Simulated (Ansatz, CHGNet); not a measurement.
# hcp Sc: properties by level of theory

Reference values: lattice constant a 3.309 Å (measured, 293 K, no zero-point or thermal correction; as tabulated in Wikipedia's data pages); lattice parameter c 5.268 Å (measured, 293 K, no zero-point or thermal correction; as tabulated in Wikipedia's data pages).

```
level (code)           lattice parameter a (Å)  lattice parameter c (Å)
---------------------  -----------------------  -----------------------
CHGNet-r²SCAN                            3.313                    5.306
r²SCAN+rVV10 (Ansatz)                    3.318                    5.194
r²SCANh (Ansatz)                         3.334                    5.207
```

Differences from the reference values (errors of the level alone only where the reference is corrected to a static lattice):

| level | lattice constant a (%) | lattice parameter c (%) |
|---|---|---|
| CHGNet-r²SCAN | +0.12 | +0.72 |
| r²SCAN+rVV10 | +0.27 | -1.40 |
| r²SCANh | +0.76 | -1.16 |

Nearest: lattice constant a, not ranked (reference at room or unstated temperature); lattice parameter c, not ranked (reference at room or unstated temperature).

Machine-learned potentials (CHGNet-r²SCAN) are trained on DFT data: a solid inside that data is no test of them.

Ansatz's density-functional and Hartree–Fock values are scalar-relativistic unless marked +SOC, with PAW data made under PBE.

The crystal itself was run without spin with r²SCAN+rVV10, r²SCANh; a magnetic state was not tried in these runs.

Differences are worked out from the printed values.

Computed values are for the static lattice.

Ansatz is a program for electronic structure.
